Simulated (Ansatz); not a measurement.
# C2HSi (doublet): wave-function methods side by side, def2-TZVPP

The task here is to estimate one member of a computed series from the others.

Method: def2-TZVPP, core rule «outside noble gas», up to 7 orbitals frozen; program: Ansatz 0.2.0, Gaussian basis.

Plan: UHF; ROHF; CCSD(T) on UHF.

2 further runs of the same task are left out: 2 set aside as unsound or not needed.

**The geometry**

The geometry is a PBE0/def2-TZVP stationary point (not a proven minimum).

4 atoms, charge 0, spin multiplicity 2.

Atoms are counted from 1 here; the program's logs count them from 0.

Bond lengths: C1–C2 1.222 Å, C1–H4 1.067 Å, C2–Si3 1.799 Å. Angles: C2–C1–H4 180.0°, C1–C2–Si3 180.0°.

Set-up of the first run:

Input file in.yaml:

```yaml
crystal:
  periodic: [false, false, false]
  atoms:
    - {symbol: C, position_ang: [0.000000, 0.000000, 0.794175]}
    - {symbol: C, position_ang: [0.000000, 0.000000, -0.427825]}
    - {symbol: Si, position_ang: [0.000000, 0.000000, -2.227125]}
    - {symbol: H, position_ang: [0.000000, 0.000000, 1.860775]}
basis:
  gaussian: {orbitals: def2-TZVPP}
magnetization: {spin_polarized: true, initial_magnetization: 1}
hamiltonian: {xc: hf}
output: {orbitals: {seedname: orbitals}}
```

On the command line:

```sh
$ ansatz run in.yaml --threads 1 --pin off --events-out ev --progress --plain --max-ram 4096MiB --backend cpu
```

Steps of the session up to this table: UHF; ROHF; CCSD(T) on UHF.

One table of the session follows, with a row left open; its other results are not shown here.

It belongs to the step «Misses and costs». 

```
  method  from UCCSD(T) (kcal/mol)
    ROHF                   +264.25
     UHF                   +258.87
    UMP2                    +34.41
   UCCSD                         ?
UCCSD(T)                         0
```

Estimate the missing values for UCCSD.

**Answer.** from UCCSD(T) (kcal/mol): +13.84. In the column «from UCCSD(T) (kcal/mol)» it lies between UCCSD(T) (0) and UMP2 (+34.41).

With the free atoms at the same levels and basis (separate runs), the atomisation energy is 15.984 eV at UCCSD(T), 11.821 eV at ROHF.
